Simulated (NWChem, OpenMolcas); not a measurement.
# How basis sets differ on SiS (SMILES [Si-]#[S+])

The species is SiS (2 atoms), meant as a singlet with charge 0. As SMILES, `[Si-]#[S+]`. Geometry: the measured bond length.

```csv
atom,x (Å),y (Å),z (Å)
Si,0.0000,0.0000,0.0000
S,0.0000,0.0000,1.9293
```

Each level gives the dipole moment (D). The values are calculated.

(1) The value from experiment is 1.73 D (NIST CCCBDB). From what is known of these methods, estimate their order from the nearest to it to the farthest.
A. B3LYP/STO-3G (OpenMolcas)
B. B3LYP/6-31G* (spherical functions) (NWChem)
C. B3LYP/def2-SVP (NWChem)

## Answers

(1) B (1.74 D, +0.01), C (1.44 D, -0.29), A (1.15 D, -0.58).
